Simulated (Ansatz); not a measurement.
Reaction (formal exchange of groups at a C–O bond): `COC(O)(Cl)Cl` + `FCC(F)F` → `CC(F)C(F)F` + `OC(O)(Cl)Cl`

Calculated with Ansatz (gas phase, PBE0-D4/def2-TZVP geometries, no zero-point term in ΔE). CCSD(T)/CBS is the MP2 limit (def2-TZVPP, def2-QZVPP) plus CCSD(T) − MP2 in def2-TZVPP, frozen cores. DFT in def2-TZVPP. B3LYP here is the variant with VWN-RPA as its local correlation; programs differ in this. HSE06 is defined as in plane-wave codes. One conformer a species, not always the lowest.

```
             level  ΔE (kJ/mol)  difference from CCSD(T)/CBS
            PBE-D4        -59.6                          3.0
         revPBE-D4        -58.1                          4.5
           BLYP-D4        -52.5                         10.1
            B97M-V        -61.8                          0.8
           PBE0-D4        -62.2                          0.4
          B3LYP-D4        -55.5                          7.1
        r2SCANh-D4        -63.2                         -0.6
        r2SCAN0-D4        -64.1                         -1.5
          HSE06-D4        -62.1                          0.5
          BHLYP-D4        -57.3                          5.3
           ωB97X-V        -60.1                          2.5
           ωB97M-V        -62.9                         -0.3
            B2PLYP        -58.7                          3.9
          PBE-QIDH        -64.1                         -1.5
               PBE        -60.5                          2.1
            revPBE        -59.0                          3.6
              BLYP        -53.9                          8.7
            r2SCAN        -62.8                         -0.2
              PBE0        -63.1                         -0.5
             B3LYP        -56.8                          5.8
           r2SCANh        -63.6                         -1.0
           r2SCAN0        -64.6                         -2.0
             HSE06        -63.0                         -0.4
             BHLYP        -58.7                          3.9
         CAM-B3LYP        -59.1                          3.5
           LC-ωPBE        -64.9                         -2.3
       HF/def2-SVP        -55.3                          7.3
      MP2/def2-SVP        -65.3                         -2.7
     CCSD/def2-SVP        -61.7                          0.9
  CCSD(T)/def2-SVP        -61.3                          1.3
     HF/def2-TZVPP        -56.0                          6.6
    MP2/def2-TZVPP        -63.2                         -0.6
SCS-MP2/def2-TZVPP        -59.3                          3.3
   CCSD/def2-TZVPP        -61.6                          1.0
CCSD(T)/def2-TZVPP        -61.0                          1.6
     HF/def2-QZVPP        -55.4                          7.2
    MP2/def2-QZVPP        -63.9                         -1.3
SCS-MP2/def2-QZVPP        -60.2                          2.4
      HF/CBS(def2)        -55.3                          7.3
    CCSD/CBS(def2)        -63.2                         -0.6
       CCSD(T)/CBS        -62.6                            0
```

Question: What do rigid-rotor, harmonic-oscillator terms from PBE0-D4/def2-TZVP frequencies (298.15 K, 1 bar) make of the CCSD(T)/CBS value? (An estimate is asked.)

Answer: Ansatz gave: ΔZPE = -0.7 kJ/mol, ΔH = -63.6 kJ/mol, ΔS = -11 J/(mol·K), ΔG = -60.5 kJ/mol.

Largest T1 diagnostic among the species: 0.011.

In def2-TZVPP, CCSD(T) changes the Hartree–Fock value by −5.0 kJ/mol (the triples alone add +0.6 kJ/mol) and MP2 by −7.2 kJ/mol. Leaving LDA and LC-ωPBE aside and taking each functional with its dispersion term where it has one, the values spread over 11.6 kJ/mol, from r2SCAN0-D4 to BLYP-D4. LDA lies −4.4 kJ/mol from PBE without D4. From BLYP to BHLYP (50 % exact exchange), in def2-TZVPP and without D4, ΔE moves by −4.8 kJ/mol.

CCSD(T)/CBS has its own doubt, a few kJ/mol and more with outer-core shells, so smaller differences from it don't rank the levels.
